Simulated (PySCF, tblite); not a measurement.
Scan of H₃N, singlet: umbrella (inversion) coordinate, bond length relaxed. Scanned: angle between the N-H bonds and the threefold axis (90 = planar). Other coordinates (N-H bond length) were minimised at PBE0/def2-TZVP. Each profile is relative to its own lowest point.

```csv
a / °,A,B,C
90,10.1,8.5,9.8
93,9.8,8.1,9.3
96,8.7,7.1,8.1
99,7.1,5.6,6.3
102,5.2,3.8,4.2
105,3.1,2.0,2.2
108,1.4,0.6,0.7
111,0.2,0.0,0.0
114,0.0,0.6,0.6
117,1.1,2.7,2.9
120,3.8,6.7,7.1
123,8.5,13.0,13.7
126,15.3,21.8,23.1
129,24.7,33.4,35.4
132,36.9,48.2,51.2
```

Energies in mEh.

Task: Assign the columns to these levels of theory: CCSD(T) on RHF/cc-pVTZ, 1 core orbital frozen run with PySCF; GFN2-xTB, 300 K electronic temperature (tblite); PySCF with RHF/cc-pVTZ.

Result: A is CCSD(T); B is RHF; C is GFN2-xTB.
